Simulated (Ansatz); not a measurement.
# Relaxing ZrF

All numbers below come from Ansatz 0.2.0, DFT PBE, scalar-relativistic, plane waves, PAW. Cutoff 420 eV, Γ-centred k mesh, Gaussian smearing, no spin polarisation in the final step.

A relaxed cell is given with its space group left out.

```
CELL_PARAMETERS angstrom
3.14198 0.00000 0.00000
-1.57099 2.72104 0.00000
0.00000 0.00000 7.62524
ATOMIC_POSITIONS crystal
Zr 0.33333 0.66667 0.04350
Zr 0.66667 0.33333 0.54350
F 0.33333 0.66667 0.33860
F 0.66667 0.33333 0.83860
```

The zero of energy is the elements' standard structures at the same level (F₂ as a molecule); no fitted shifts are applied.

**Question.** What space group does it have?

**Answer.** P6_3mc (No. 186). Conventional cell: a = 3.142 Å, c = 7.625 Å. Zr is coordinated by 1 F at 2.25 Å and 3 F at 2.39 Å; F has 1 Zr at 2.25 Å and 3 Zr at 2.39 Å.

**Question.** What is its formation energy per atom?

**Answer.** -1.70 eV/atom.

**Question.** Is it a metal?

**Answer.** Yes, bands cross the Fermi level on the 18×18×6 mesh.

The final run used a 18×18×6 mesh on its 4-atom cell and 0.10 eV smearing. For metals, differences of a few meV/atom aren't resolved. The cell came from a trial start, so ZrF may not exist in this structure.

Cost: 3 runs of about 2.5 core-minutes in all, on Arm Neoverse V2 (shared hosts).